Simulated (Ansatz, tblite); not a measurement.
Forces on MgMe(OH) (CH4MgO) at its PBE0-D4/def2-TZVP geometry. Total charge 0; singlet.

The xTB rows come from tblite. HSE06 is defined as in plane-wave codes, on full-range PBE exchange.

GFN1-xTB (tblite), largest force 0.68 eV/Å:

```xyz
7
positions Å, forces eV/Å
Mg    0.043   -0.695   -0.174   -0.005    0.073    0.014
C    -0.081    1.311    0.335   -0.005    0.086    0.024
H    -0.679    1.872   -0.389    0.067   -0.175    0.043
H     0.908    1.778    0.372   -0.092   -0.165   -0.034
H    -0.544    1.450    1.316    0.054   -0.132   -0.128
O     0.150   -2.402   -0.605   -0.039    0.656    0.174
H     0.202   -3.313   -0.856    0.020   -0.343   -0.093
```

GFN2-xTB (tblite), largest force 1.13 eV/Å:

```
Mg 0.053 -0.833 -0.202
C -0.042 0.670 0.166
H 0.128 -0.307 0.090
H -0.179 -0.290 -0.058
H 0.102 -0.227 -0.240
O -0.070 1.096 0.264
H 0.008 -0.109 -0.021
```

HSE06-D4/def2-TZVP (Ansatz), largest force 0.01 eV/Å:

```
Mg 0.000 -0.003 -0.002
C 0.000 0.000 0.000
H -0.003 0.003 -0.003
H 0.004 0.002 0.000
H -0.002 0.000 0.004
O 0.000 0.006 0.002
H 0.001 -0.009 -0.002
```
